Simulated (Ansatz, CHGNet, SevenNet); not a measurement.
# Lattice parameter c of 1T (CdI2-type) TiTe2 at several levels of theory

No measured value is used here.

```
level (code)           value (Å)
---------------------  ---------
CHGNet 0.3.0               7.503
SevenNet-0                 7.266
SevenNet-l3i5              7.084
LDA (Ansatz)               6.340
PBE (Ansatz)               6.962
PBEsol (Ansatz)            6.446
PBE-D3(BJ) (Ansatz)        6.384
r²SCAN (Ansatz)            6.904
r²SCAN+rVV10 (Ansatz)      6.616
```

CHGNet 0.3.0, SevenNet-0: the cell has another shape than the first-principles one, perhaps another minimum in the same group. LDA: LDA has no dispersion term either, though it tends to give short spacings of layers, chains or molecules. PBE, r²SCAN: for a layered or molecular solid the relaxed cell lies over 5 % above the published volume, where the minimum can be shallow. PBE, PBEsol, r²SCAN: the cell comes from a level without a dispersion term, which matters for the spacing of layers, chains or molecules. Cutoffs and k meshes differ between the levels. Ansatz's density-functional and Hartree–Fock values are scalar-relativistic unless marked +SOC, with PAW data made under PBE.

Machine-learned potentials (CHGNet 0.3.0, SevenNet-0, SevenNet-l3i5) are trained on DFT data: a solid inside that data is no test of them.

Ansatz is an electronic-structure program.
